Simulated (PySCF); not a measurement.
n-pentane, C5H12.
Structure used (GFN2-xTB), in Å, numbered top down from 1:
```xyz
17
C5H12 angstrom
C     -2.528   -0.286    0.303
C     -1.231    0.432    0.652
C     -0.016   -0.248    0.026
C      1.285    0.472    0.375
C      2.498   -0.204   -0.251
H     -3.379    0.215    0.759
H     -2.677   -0.303   -0.774
H     -2.503   -1.313    0.660
H     -1.282    1.467    0.304
H     -1.110    0.455    1.738
H      0.039   -1.282    0.375
H     -0.135   -0.271   -1.060
H      1.226    1.507    0.029
H      1.401    0.494    1.462
H      2.411   -0.216   -1.335
H      3.410    0.325    0.015
H      2.583   -1.232    0.096
```

Level of theory: PBE0/pcSseg-1 in PySCF (dipole) on a GFN2-xTB geometry, gas phase.

Take the most abundant isotopes and a rigid rotor. The values belong to one conformer with, in the numbering `[CH3:1][CH2:2][CH2:3][CH2:4][CH3:5]`, C1–C2–C3–C4 180°, C2–C3–C4–C5 180°.

**Question.** What are A, B and C (GHz)?

**Answer.** Ia = 29.67, Ib = 256.05, Ic = 270.05 u·Å²; 505379 MHz·u·Å²/I gives 17032, 1974 and 1871 MHz, that is A = 17.032, B = 1.9738, C = 1.8714 GHz.

**Question.** Classify the top.

**Answer.** A near-prolate asymmetric top: κ = (2 × 1974 − 17032 − 1871)/(17032 − 1871) = -0.99.

**Question.** What does the inertial defect say?

**Answer.** Not planar: Δ = Ic − Ia − Ib = -15.67 u·Å². For a rigid frame Δ = −2 Σ m c², so Σ m c² = 7.84 u·Å² lies off the ab plane, practically all of it from hydrogen. The atom farthest from that plane is 0.88 Å away.

**Question.** Give the other two planar moments, Paa and Pbb, and the rms extents of the mass along the axes.

**Answer.** Paa = Σ m a² = (Ib + Ic − Ia)/2 = 248.21 and Pbb = Σ m b² = (Ia + Ic − Ib)/2 = 21.84 u·Å². With the mass M = 72.09 u, the rms extents √(P/M) along a, b and c are 1.86, 0.55, 0.33 Å.

**Question.** Where do the levels up to J = 5 lie, in MHz?

**Answer.** Above 0(0,0):
J = 1: 1(0,1) 3845, 1(1,1) 18903, 1(1,0) 19006
J = 2: 2(0,2) 11535, 2(1,2) 26491, 2(1,1) 26798, 2(2,1) 71972, 2(2,0) 71973
J = 3: 3(0,3) 23069, 3(1,3) 37873, 3(1,2) 38487, 3(2,2) 83508, 3(2,1) 83510, 3(3,1) 159054, 3(3,0) 159054
J = 4: 4(0,4) 38444, 4(1,4) 53048, 4(1,3) 54072, 4(2,3) 98888, 4(2,2) 98896, 4(3,2) 174436, 4(3,1) 174436, 4(4,1) 280199, 4(4,0) 280199
J = 5: 5(0,5) 57660, 5(1,5) 72016, 5(1,4) 73551, 5(2,4) 118113, 5(2,3) 118131, 5(3,3) 193663, 5(3,2) 193664, 5(4,2) 299426, 5(4,1) 299426, 5(5,1) 435407, 5(5,0) 435407
The levels of one J sum to (2J + 1)J(J + 1)(A + B + C)/3.

The dipole components are |μa| = 0.00 D, |μb| = 0.07 D, |μc| = 0.00 D.

**Question.** Estimate the classical rotational partition function at 25 K, 50 K and 200 K.

**Answer.** Point group C2v, symmetry number σ = 2; q = (√π/σ)·√((kT/h)³/(ABC)), k/h = 20836.6 MHz/K: 1330 at 25 K, 3760 at 50 K, 30100 at 200 K.

No frequency check. Zero-point vibration and centrifugal distortion are left out. A rigid rotor knows nothing of internal rotation, which can split or shift real lines.

Hardware: one thread of an Arm Neoverse N1 (shared host). Cost: 21 s of wall time. This is the PBE0/pcSseg-1 job that gave the dipole, with the shieldings it also computed.
